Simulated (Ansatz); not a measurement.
A Sn₅Ge₁₂ cell: a random packing after short dynamics, relaxed.

```xyz
17
Lattice="6.5746 -0.0083 0.0162 0.0047 7.8173 -0.3614 0.0089 -0.3570 7.7257" Properties=species:S:1:pos:R:3 pbc="T T T"
Sn    1.3847    6.3576    3.0411
Sn    5.5784    2.9338    1.6245
Sn    4.1485    4.6146    7.2488
Sn    2.2640    3.3784    1.7972
Sn    5.4377    2.3624    4.7822
Ge    3.2272    0.5905    7.6309
Ge    2.0878    6.4116    5.9019
Ge    4.5050    7.5234    4.9360
Ge    1.2961    1.3850    3.6288
Ge    4.3313    5.6303    2.4539
Ge    1.5738    2.2089    6.1757
Ge    3.6976    0.5839    2.5397
Ge    0.6807    4.5582    7.1846
Ge    6.1716    6.8175    0.9479
Ge    5.8491    5.2614    4.7150
Ge    6.0690    0.6105    7.3637
Ge    3.0493    4.0728    4.5903
```

Theory: Ansatz, DFT PBE, scalar-relativistic, plane waves, PAW.

Plane waves to 420 eV, a k mesh through Γ of 5×5×5 on the computed 17-atom cell and Gaussian smearing (0.10 eV); no spin polarisation.

Question: Describe its local order.

Answer: Counting as bonded all pairs within 1.2 times the summed covalent radii:

| atom → neighbour | mean count | mean length (Å) | spread (Å) |
| --- | --- | --- | --- |
| Ge → Ge | 3.33 | 2.74 | 0.09 |
| Ge → Sn | 1.58 | 2.96 | 0.10 |
| Sn → Ge | 3.80 | 2.96 | 0.10 |
| Sn → Sn | 1.20 | 3.26 | 0.03 |

Angles between all pairs of such bonds at an atom (mean ± spread): 101 ± 28° at Ge, 101 ± 31° at Sn.

Question: Does it have a gap?

Answer: It has no gap on the mesh. Levels at Γ next to the Fermi level (eV from it): -1.75, -1.56, -1.40, -1.04, -0.72, -0.15, 0.11, 0.18, 0.48, 0.82, 1.06, 1.35. It lies 0.27 eV/atom above the elements' standard states (static lattices, no corrections for gases).

The final mesh leaves forces up to 0.30 eV/Å and stresses up to 0.7 GPa: the relaxation ran on a coarser mesh, so the cell's shape, its bonds and its energy belong partly to that mesh.

Cost: 2 runs of about 21 core-minutes in all (earlier runs that led there not counted), on Arm Neoverse V2 (shared hosts).